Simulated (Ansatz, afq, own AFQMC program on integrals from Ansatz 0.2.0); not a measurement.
Two steps: Ansatz 0.2.0 writes the Fock matrix and Cholesky factors of the valence space, and afq projects on them the lowest state that overlaps trial and start.

```yaml
crystal:
  periodic: [false, false, false]
  atoms:
    - {symbol: Zr, position_ang: [0.000000, 0.000000, 0.000000]}
    - {symbol: C, position_ang: [0.000000, 0.000000, 1.711236]}
basis:
  gaussian: {orbitals: def2-TZVP}
magnetization: {spin_polarized: true, initial_magnetization: 2}
correlation: {method: ccsd_t, electrons: outside_noble_gas, hamiltonian_folder: ham}
```

```sh
$ ansatz run in.yaml --threads 1 --pin off --events-out ev --progress --plain --max-ram 15360MiB --backend cuda --devices 0, --max-vram 18GiB
```

afq runs on the folder ham with

```
--method free --trial cisd --walkers 2000 --time-step 0.03 --max-blocks 4000 --target-error 0.00034 --factor-cut 1e-05 --seed 6527 --times 0,0.3,0.6,1.2,1.8,2.4,3.6,4.8,6 --taylor-order 8
```

Times are imaginary, in 1/Eh. The walk had a cap of 123 s. Core potentials past Kr, no spin–orbit coupling.

afq prints:

```
orbitals 66  electrons 5 3  factors 510 of 562
reference energy -84.18955568 Eh
CCSD correlation -0.22688842 Eh in 13 cycles, weight of the determinant in the CISD state 0.8680
repeat  energy at the last time / Eh  error
    10  -84.435777  0.000805
    20  -84.434744  0.000558
    30  -84.434919  0.000428
    40  -84.434485  0.000374
    50  -84.434401  0.000314
time / (1/Eh)  energy / Eh  error  mean overlap
  0.00  -84.416468  0.000048  1.1522
  0.30  -84.425750  0.000080  1.1544
  0.60  -84.429231  0.000092  1.1577
  1.20  -84.431869  0.000108  1.1644
  1.80  -84.433075  0.000127  1.1706
  2.40  -84.433329  0.000155  1.1785
  3.60  -84.433999  0.000187  1.1935
  4.80  -84.433663  0.000258  1.2237
  6.00  -84.434356  0.000311  1.2476
energy -84.434356 +/- 0.000311 Eh
```

The run passed its tests (error under three times the target), which doesn't prove that it has relaxed.

Against this walk (error 8.5 meV) on the same determinant: CCSD(T) 55.0 meV higher, CCSDT(Q) 0.9 meV higher (within the noise). The error is statistical, and a free projection of finite length keeps a remainder of its start. None of these is a sure reference here. The last points scatter (meV from the last: 35 ± 3 at 1.80, 28 ± 4 at 2.40, 10 ± 5 at 3.60, 19 ± 7 at 4.80, 0 ± 8 at 6.00); the last is the one printed as the energy, and the gaps above move with that scatter.

Cautions: remainder of the start not in the error; no spin-orbit coupling; outer-core shells of the metal frozen; higher spins were not checked; (T) is large, 7 % of the CCSD correlation.

The walk took 1.9 min on 2 threads of a server CPU with a shared H100 80 GB, shared host (the card was shared). The log's last line is the free-projection energy.

CCSDT and higher add their correlation energy to the determinant of the CCSD(T) run, since their own runs factorise the integrals more tightly (a shift of under 2 meV). A walk keeps the symmetry of its determinant, which the program's search chose and which needn't be the lowest solution, so a lower state of the same spin and another symmetry isn't excluded.
